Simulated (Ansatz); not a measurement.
Cost and result for the atomization energy of C₂H₇OPS (`CC(O)SP`) (12 atoms, 11 bonds).

Cartesian coordinates in Å:
```
C -1.541 0.851 -0.161
C -0.249 0.069 -0.266
O -0.451 -1.312 -0.272
S 0.844 0.626 1.106
P 2.652 -0.386 0.773
H -1.358 1.924 -0.241
H -2.033 0.659 0.796
H -2.213 0.545 -0.965
H 0.271 0.294 -1.199
H -0.893 -1.554 0.549
H 2.123 -1.669 0.473
H 2.848 -0.047 -0.595
```

The species carries charge 0 and has multiplicity 1. Geometry: relaxed with PBE0-D4/def2-TZVP. It is one conformer, not always the lowest. Program: Ansatz. All runs use 4 threads of an Arm Neoverse V1 on a shared host. Times are those of one run each, without the atoms' runs, and a repeat can differ threefold. Electronic energies, without spin–orbit coupling; frozen cores. CCSD(T)/CBS adds CCSD(T) − MP2 in def2-TZVPP to the MP2 limit, and its time is that of the two runs behind it. T1 = 0.012. B3LYP takes the VWN-RPA correlation (the form of Gaussian; ORCA's B3LYP/G).

CCSD(T)/CBS is a level of theory with its own doubt, some kJ/mol a heavy atom from the limit and from the frozen cores, so smaller differences don't rank the functionals.

```json
{"level": "LDA (SPW92)/def2-TZVPP", "functions": "275", "wall time": "1.6 s", "atomization (kcal/mol)": "1163.2", "difference from CCSD(T)/CBS": "160.2", "per bond": "14.6"}
{"level": "revPBE-D4/def2-TZVPP", "functions": "275", "wall time": "2.6 s", "atomization (kcal/mol)": "1002.8", "difference from CCSD(T)/CBS": "-0.2", "per bond": "0.0"}
{"level": "PBE-D4/def2-TZVPP (with forces)", "functions": "275", "wall time": "3.2 s", "atomization (kcal/mol)": "1026.6", "difference from CCSD(T)/CBS": "23.6", "per bond": "2.1"}
{"level": "PBE0-D4/def2-TZVPP", "functions": "275", "wall time": "3.7 s", "atomization (kcal/mol)": "1006.4", "difference from CCSD(T)/CBS": "3.4", "per bond": "0.3"}
{"level": "BHLYP-D4/def2-TZVPP", "functions": "275", "wall time": "4 s", "atomization (kcal/mol)": "971.7", "difference from CCSD(T)/CBS": "-31.3", "per bond": "-2.8"}
{"level": "CAM-B3LYP-D4/def2-TZVPP", "functions": "275", "wall time": "4.3 s", "atomization (kcal/mol)": "1005.8", "difference from CCSD(T)/CBS": "2.8", "per bond": "0.3"}
{"level": "B3LYP-D4/def2-TZVPP (with forces)", "functions": "275", "wall time": "6.5 s", "atomization (kcal/mol)": "1003.8", "difference from CCSD(T)/CBS": "0.8", "per bond": "0.1"}
{"level": "CCSD(T)/def2-SVP", "functions": "113", "wall time": "7 s", "atomization (kcal/mol)": "935.0", "difference from CCSD(T)/CBS": "-68.0", "per bond": "-6.2"}
{"level": "B2PLYP/def2-TZVPP", "functions": "275", "wall time": "7.5 s", "atomization (kcal/mol)": "989.0", "difference from CCSD(T)/CBS": "-14.0", "per bond": "-1.3"}
{"level": "PBE-QIDH/def2-TZVPP", "functions": "275", "wall time": "7.5 s", "atomization (kcal/mol)": "993.9", "difference from CCSD(T)/CBS": "-9.1", "per bond": "-0.8"}
{"level": "MP2/def2-QZVPP", "functions": "521", "wall time": "31 s", "atomization (kcal/mol)": "1001.7", "difference from CCSD(T)/CBS": "-1.3", "per bond": "-0.1"}
{"level": "CCSD(T)/def2-TZVPP", "functions": "275", "wall time": "4.2 min", "atomization (kcal/mol)": "973.0", "difference from CCSD(T)/CBS": "-30.0", "per bond": "-2.7"}
{"level": "CCSD(T)/CBS(def2)", "functions": "–", "wall time": "4.7 min", "atomization (kcal/mol)": "1003.0", "difference from CCSD(T)/CBS": "0.0", "per bond": "0.0"}
```

In def2-TZVPP, CCSD(T) changes the Hartree–Fock value by +270.9 kcal/mol (the triples alone add +16.7 kcal/mol) and MP2 by +282.0 kcal/mol; breaking electron pairs costs correlation energy, which Hartree–Fock lacks. Leaving LDA and LC-ωPBE aside and taking each functional with its dispersion term where it has one, the values spread over 54.9 kcal/mol, from BHLYP-D4 to PBE-D4. LDA lies +143.3 kcal/mol from PBE without D4, its usual overbinding. From BLYP to BHLYP (50 % exact exchange), in def2-TZVPP and without D4, the atomization energy moves by −25.2 kcal/mol: exact exchange takes away binding that semilocal exchange gives to molecules.
